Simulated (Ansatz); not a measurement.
Geometry optimisation, Ansatz 0.2.0, RKS B3LYP-D4/def2-SVP.

Input file:

```yaml
crystal:
  periodic: [false, false, false]
  atoms:
    - { symbol: Al, position_ang: [0.0, 0.0, 0.0] }
    - { symbol: "N", position_ang: [1.379, 0.0, 1.6102] }
    - { symbol: H, position_ang: [0.502, -0.2713, 2.1402] }
    - { symbol: H, position_ang: [2.256, 0.2713, 2.1402] }
    - { symbol: H, position_ang: [1.7491, 0.0, 0.1958] }
    - { symbol: O, position_ang: [-1.5415, 0.0, -0.89] }
    - { symbol: H, position_ang: [-2.0512, -0.8467, -0.6815] }
basis:
  gaussian: { orbitals: def2-SVP }
hamiltonian:
  xc: b3lyp
  dispersion: d4
relax:
  f_tol: 0.15
  max_steps: 25
  restrain:
    - { distance: [1, 4], at: 1.06, k: 30.0 }
    - { distance: [0, 1], at: 3.12, k: 30.0 }
    - { distance: [0, 4], at: 2.76, k: 30.0 }
```

Command:

```bash
$ ansatz run input.yaml --threads 1 --pin off --max-ram 2048MiB --backend cpu --events-out ev --progress --plain --runs-dir out
```

Task: Where does it end, and by what steps?

Result: The forces met the threshold. The restraints hold the end off the free minimum. After 15 steps the energy has fallen by 3.957 eV (the restraints' own energy left out); Al1 moved furthest, 1.16 Å. Parted: Al1–N2 (2.12 → 3.11 Å). Joined: N2–H5 (1.46 → 1.04 Å).

| step | energy less start (eV) | largest force component (eV/Å) | accepted |
| --- | --- | --- | --- |
| 0 | 0.0000 | 1.559 | yes |
| 1 | -0.0844 | 4.360 | yes |
| 2 | -0.0109 | 9.448 | yes |
| 3 | -1.3493 | 8.579 | yes |
| 4 | -2.8992 | 2.728 | yes |
| 5 | -3.2271 | 2.863 | yes |
| 6 | -3.2869 | 1.595 | yes |
| 7 | -3.4940 | 0.836 | yes |
| 8 | -3.6350 | 0.762 | yes |
| 9 | -3.7469 | 0.765 | yes |
| 10 | -3.8412 | 0.611 | yes |
| 11 | -3.9077 | 0.604 | yes |
| 12 | -3.9447 | 0.601 | yes |
| 13 | -3.9564 | 0.695 | yes |
| 14 | -3.9362 | 0.703 | no |
| 15 | -3.9568 | 0.631 | yes |

```xyz
7
Properties=species:S:1:pos:R:3
Al -0.102 0.263 -1.128
N 1.308 -0.022 1.630
H 1.187 0.609 2.427
H 1.984 -0.731 1.923
H 1.777 0.531 0.885
O -1.587 -0.506 -0.840
H -2.273 -0.990 -0.382
```

Time of the run: 30 s on 1 thread of Arm Neoverse V1 (shared host), peak memory 0.13 GiB.
